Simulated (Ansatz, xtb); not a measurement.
**Relaxing a trial structure of ClH3Si2**

The starting geometry of this gas-phase singlet has its atoms placed at random.

```json
{"atom": "Cl", "x (Å)": "-1.3567", "y (Å)": "-0.4830", "z (Å)": "-0.3936"}
{"atom": "Si", "x (Å)": "1.2698", "y (Å)": "-1.6161", "z (Å)": "-0.7673"}
{"atom": "Si", "x (Å)": "-0.8997", "y (Å)": "1.5024", "z (Å)": "-1.2913"}
{"atom": "H", "x (Å)": "1.2683", "y (Å)": "-0.0885", "z (Å)": "-0.7926"}
{"atom": "H", "x (Å)": "-0.2026", "y (Å)": "1.6104", "z (Å)": "-0.2113"}
{"atom": "H", "x (Å)": "-1.6806", "y (Å)": "0.6684", "z (Å)": "-0.7535"}
```

**Question.** One run relaxed it with r2SCAN-D4/def2-SVP. What is a likely outcome?

**Answer.** It ends as a structure with Cl1 bridging Si2 and Si3, given below by its coordinates. Distances that change by over a tenth: Cl1–Si2 (2.88 → 2.54 Å), Si3–H5 (1.29 → 1.49 Å), Si3–H6 (1.26 → 1.49 Å). Contacts that open: Cl1–H6 (1.25 → 2.95 Å). Contacts that close: Si2–Si3 (3.83 → 2.34 Å).

The energy falls by 8.81 eV over 14 steps:

```tsv
step	E − E(last) (eV)
1	8.810
2	5.933
4	2.674
5	2.001
7	0.760
8	0.378
10	0.068
11	0.006
13	0.000
14	0.000
```

Final geometry (Å):

```xyz
6

Cl   -0.9310   -0.8991    0.4084
Si    0.7019   -0.9680   -1.5345
Si   -0.6916    0.8159   -0.9356
H     1.7378   -0.3602   -0.5812
H    -0.3725    1.9707   -0.0446
H    -2.0461    1.0342   -1.5221
```

From the same start GFN2-xTB ends elsewhere, in pieces: ClHSi + H2Si.

From so rough a start the end depends on the optimiser's path, so another program may land elsewhere. The end wasn't checked by frequencies. Run with Ansatz 0.2.0, 49 s on 1 thread of Intel(R) Xeon(R) Processor @ 2.50GHz (Skylake/Cascade Lake), with other jobs on the host.
